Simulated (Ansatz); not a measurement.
## Ansatz (development build ahead of 0.2.0) run

```yaml
crystal:
  periodic: [false, false, false]
  atoms:
    - { symbol: C, position_ang: [0.0, -0.37378, -0.08694] }
    - { symbol: O, position_ang: [0.0, -0.33344, 1.01251] }
    - { symbol: O, position_ang: [0.0, 0.60165, -0.82849] }
    - { symbol: H, position_ang: [0.0, -1.23013, -0.64399] }
    - { symbol: H, position_ang: [0.0, 1.32718, -0.30651] }
basis:
  gaussian: { orbitals: def2-TZVP }
hamiltonian:
  xc: hf
```

The input is written out in the form of the current development build from the run's settings.

Output:

```json
{"Converged": "yes", "Total energy": "-188.81713 hartree", "Spin squared of the determinant": "0.000"}
```

Caution: no unrestricted run beside it, a lower state can exist.
